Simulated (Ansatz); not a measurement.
Reaction: C2H3Cl (SMILES C=CCl) → C2H3 (SMILES [CH]=C, doublet) + Cl (doublet) (the C-Cl bond breaks)
Each species at its own B3LYP-D3(BJ)/def2-TZVP minimum (Ansatz, a quantum-chemistry and plane-wave program).

Property: bond dissociation energy (electronic), in kJ/mol. Open shells are spin-unrestricted; no spin-orbit coupling. CBS(X,Y): correlation extrapolated as X^-3, Hartree-Fock from the larger set (Q,5: extrapolated as (X+1)exp(-9√X)). A bracket is a step between two methods taken in the basis named. The functionals are non-relativistic, so their misses hold any scalar relativity. 'core' is core correlation in cc-pwCVTZ (1s frozen past Ne), 'X2C' scalar relativity in cc-pVTZ-DK, both at CCSD(T). The UHF reference of C2H3 ([CH]=C, doublet) is spin-contaminated (<S^2> up to 0.19 over the pure value in the sets run).

CCSD(T)/CBS(cc-pV(Q+d)Z,cc-pV(5+d)Z) + [CCSDT(Q) - CCSD(T)]/cc-pV(D+d)Z + core + X2C (Ansatz) gives 412.7 kJ/mol.

Question: How far off this value is PBE/def2-TZVPD (Ansatz), in which direction, and how far these levels: r2SCAN/def2-TZVPD, wB97M-V/def2-TZVPD, CCSD(T)/CBS(cc-pV(Q+d)Z,cc-pV(5+d)Z) + core + X2C?

Answer: PBE gives 417.3 kJ/mol, 4.6 kJ/mol above it. Differences of the others: r2SCAN/def2-TZVPD (Ansatz) -15.1; wB97M-V/def2-TZVPD (Ansatz) 1.4; CCSD(T)/CBS(cc-pV(Q+d)Z,cc-pV(5+d)Z) + core + X2C (Ansatz) 1.1 kJ/mol.
